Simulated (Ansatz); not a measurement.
**Two structures, one formula**

Two relaxed structures of C2H5O (charge -1), singlet (PBE0-D4/def2-TZVPD; forces vanish, vibrations not checked).

A:

| atom | x (Å) | y (Å) | z (Å) |
| --- | --- | --- | --- |
| C1 | -0.5186 | 0.5771 | -0.0047 |
| C2 | 0.2467 | -0.6261 | 0.3622 |
| O3 | 1.7039 | -0.3662 | 0.4288 |
| H4 | -1.0136 | 0.5518 | -0.9785 |
| H5 | 1.6776 | 0.5761 | 0.1925 |
| H6 | -1.1689 | 0.9867 | 0.7720 |
| H7 | 0.1420 | -1.4523 | -0.3612 |
| H8 | -0.0122 | -1.0268 | 1.3569 |

B:

| atom | x (Å) | y (Å) | z (Å) |
| --- | --- | --- | --- |
| C1 | -0.4407 | 0.5763 | -0.2580 |
| C2 | 0.4555 | -0.5736 | 0.2618 |
| O3 | 1.6965 | -0.2111 | 0.5533 |
| H4 | -1.4636 | 0.2339 | -0.4886 |
| H5 | 0.0034 | 1.0066 | -1.1639 |
| H6 | -0.4927 | 1.3709 | 0.4964 |
| H7 | 0.3694 | -1.3839 | -0.5323 |
| H8 | -0.1278 | -1.0192 | 1.1313 |

Computed with Ansatz 0.2.0 (basis: def2-TZVPPD); correlated methods freeze the cores. B3LYP uses VWN-RPA correlation.

Task: Which structure is lower at CCSD(T), and by how much? (To be estimated.)

Result: Computed: B, by 0.959 eV (electronic energy, against the other). By their contacts, A is C₂H₅O ([CH2][CH2][OH]), total charge -1 and B is C₂H₅O ([CH3][CH2][O]), total charge -1.

All methods give the same order:

| method | E(B) − E(A) (eV) |
| --- | --- |
| PBE-D4 | -1.015 |
| r2SCAN-D4 | -1.057 |
| PBE0-D4 | -1.003 |
| B3LYP-D4 | -1.026 |
| wB97M-V | -0.936 |
| HF | -1.112 |
| MP2 | -0.949 |
| CCSD | -0.977 |
| CCSD(T) | -0.959 |

No T1 diagnostic of these runs exceeds 0.018.

Labels in which every atom is bracketed show which atoms are joined, not bond orders.

For scale, one of the runs: CCSD(T)/def2-TZVPPD, 199 basis functions, launched by `ansatz run in.yaml --threads 2 --pin off --events-out ev --progress --plain --max-ram 4352MiB`. Time: 22 s of wall clock on 2 CPU threads of an Intel Xeon 6975P-C; the host was shared. Peak host memory: 2.7 GiB.
